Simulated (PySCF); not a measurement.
## Bond curve of AlP⁺

Set-up: Al pcseg-1, P pcseg-1; no relativity (PySCF 2.14). Energies in eV from Al⁺ + P in their ground configurations at the same level. All curves are PBE0. state 1: ⁴Σ⁻ (quartet), unpaired electrons σ ↑, π ↑↑; state 2: Ms = 0.5 determinant of mixed spin (⟨S²⟩ near 1.8), unpaired electrons σ ↓, π ↑↑, a second solution, started from another occupation; state 3: Ms = 0.5 determinant of mixed spin (⟨S²⟩ near 1.8), unpaired electrons σ ↑, π ↑↓, a mixture of terms (⟨Lz²⟩ = 2.0), a second solution, started from another occupation; state 4: doublet, unpaired electrons π ↑, a second solution, started from another occupation.

| R (Å) | state 1 | state 2 | state 3 | state 4 |
| --- | --- | --- | --- | --- |
| 2.154 | -0.2987 | -0.0520 | 0.1621 | 0.6234 |
| 2.255 | -0.5184 | -0.2497 | -0.0427 | 0.6488 |
| 2.355 | -0.6254 | -0.3263 | -0.1293 | 0.7574 |
| 2.430 | -0.6579 | -0.3312 | -0.1437 | 0.8689 |
| 2.505 | -0.6640 | -0.3063 | -0.1301 | 0.9929 |
| 2.580 | -0.6526 | -0.2621 | -0.0985 | 1.1202 |
| 2.680 | -0.6212 | -0.1865 | -0.0410 | 1.2844 |
| 2.806 | -0.5694 | -0.0825 | 0.0402 | 1.4684 |
| 2.956 | -0.5021 | 0.0376 | 0.1357 | 1.6483 |
| 3.156 | -0.4163 | 0.1738 | 0.2475 | 1.8179 |

Q: Put a parabola through the three lowest points of the state 1 curve and estimate Re, k and ωe (reduced mass 14.42 u; 1 eV/Å² = 0.16022 mdyn/Å; ωe = 1302.8·√(k/μ) cm⁻¹).

A: Through R = 2.43, 2.505, 2.58 Å the second-order coefficient is 1.56 eV/Å², so Re ≈ 2.494 Å, k ≈ 0.498 mdyn/Å and ωe ≈ 242 cm⁻¹. A polynomial fit of higher order to the unrounded PBE0 energies gives Re = 2.488 Å, k = 0.537 mdyn/Å, ωe = 251 cm⁻¹; anharmonicity and rounding make the difference.

The higher-order fit for each curve: state 1: Re = 2.488 Å, ωe = 251 cm⁻¹, De = 0.66 eV; state 2: Re = 2.401 Å, ωe = 337 cm⁻¹, minimum 0.334 eV below the ground-state fragments; state 3: Re = 2.426 Å, ωe = 308 cm⁻¹, minimum 0.144 eV below the ground-state fragments. State 4 gave no clean fit.

For an ion De counts to the pair picked by the measured ionisation energies or electron affinities, which need not be the lowest pair at this level. The state was picked by a PBE0 search and need not be the measured ground state.
